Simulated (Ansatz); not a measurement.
Multireference treatment of OF2, singlet

Program: Ansatz, Gaussian basis, development build. Basis cc-pVTZ, nonrelativistic, no frozen core. State-specific CASSCF; RHF is the lowest restricted (open-shell) Hartree–Fock solution met. No symmetry is imposed, so a solution can break that of the shape. Lower solutions, or ones in other orbitals, may exist.

Geometry. A bond is stretched, to 1.26 times the sum of the covalent radii.

```xyz
3

O     0.0000    0.0000    0.0000
F     0.0000    1.2104    0.9610
F     0.0000   -1.2104    0.9610
```

Task: What do CASSCF and its corrections give against RHF in CAS(14,9), and what are the occupations?

Result: CASSCF -4.655 eV, SC-NEVPT2 -21.983 eV; occupations 2.00, 2.00, 2.00, 1.99, 1.99, 1.85, 1.84, 0.17, 0.15.

Task: Roughly how much CPU time does a whole run from the default start take (median of such runs, summed over threads; nearly all runs on one pinned thread of a shared server, mostly Xeon at 2.3 to 2.6 GHz, by a development driver)?

Result: CAS(14,9): about 10 s. Other jobs ran beside these, and the count of passes differs.
